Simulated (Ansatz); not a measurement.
# What a trial cell of BiAuO3 relaxes into

Level of theory: DFT PBE, scalar-relativistic, plane waves, PAW in Ansatz 0.2.0. Cutoff 420 eV, Γ-centred k mesh, Gaussian smearing, no spin polarisation in the final step.

BiAuO3 was placed on the hexagonal perovskite (2H) structure type (P6_3/mmc, No. 194), with Bi in place of Ba, Au in place of Ni, at a guessed volume.

```yaml
crystal:
  lattice:
    - [5.82150, 0.00000, 0.00000]
    - [-2.91075, 5.04157, 0.00000]
    - [0.00000, 0.00000, 4.97361]
  atoms:
    - { symbol: Bi, position: [0.33333, 0.66667, 0.75000] }
    - { symbol: Bi, position: [0.66667, 0.33333, 0.25000] }
    - { symbol: Au, position: [0.00000, 0.00000, 0.50000] }
    - { symbol: Au, position: [0.00000, 0.00000, 0.00000] }
    - { symbol: O, position: [0.14600, 0.29200, 0.25000] }
    - { symbol: O, position: [0.85400, 0.14600, 0.75000] }
    - { symbol: O, position: [0.85400, 0.70800, 0.75000] }
    - { symbol: O, position: [0.14600, 0.85400, 0.25000] }
    - { symbol: O, position: [0.70800, 0.85400, 0.25000] }
    - { symbol: O, position: [0.29200, 0.14600, 0.75000] }
```

Cell and atoms relax at zero pressure; the relaxation can't lower the symmetry of the start. After a coarse first stage the cell is made exact in the group found at 0.06 Å.

The zero of energy is the elements' standard structures at the same level (O₂ as a molecule); no fitted shifts are applied.

(1) Describe the relaxed structure.

(2) What are its volume, energy, density and gap?

Answers

(1) It keeps P6_3/mmc (No. 194), but not the shape of the type it started on. Conventional cell: a = 5.297 Å, c = 6.067 Å. Bi is coordinated by 6 O at 2.65 Å; Au has 6 O at 2.16 Å; O has 2 Au at 2.16 Å, 4 O at 2.64–2.65 Å and 2 Bi at 2.65 Å.

```
Bi Au O
1.0
     5.29737    0.00000    0.00000
    -2.64869    4.58766    0.00000
     0.00000    0.00000    6.06744
Bi Au O
2 2 6
Direct
  0.33333 0.66667 0.75000
  0.66667 0.33333 0.25000
  0.00000 0.00000 0.50000
  0.00000 0.00000 0.00000
  0.16692 0.33385 0.25000
  0.83308 0.16692 0.75000
  0.83308 0.66615 0.75000
  0.16692 0.83308 0.25000
  0.66615 0.83308 0.25000
  0.33385 0.16692 0.75000
```

(2) The volume per atom is 14.75 Å³, the density is 10.22 g/cm³ and the energy over the elements is 0.06 eV/atom. The gap on the 12×12×6 mesh is 0 eV (a metal).

The final run used a 12×12×6 mesh on its 10-atom cell and 0.10 eV smearing. For metals, differences of a few meV/atom aren't resolved. Spin–orbit coupling is left out. A structure relaxed within its symmetry needn't be a true minimum.

Cost: 3 runs of about 8.1 core-minutes in all, on Arm Neoverse V1 (shared hosts).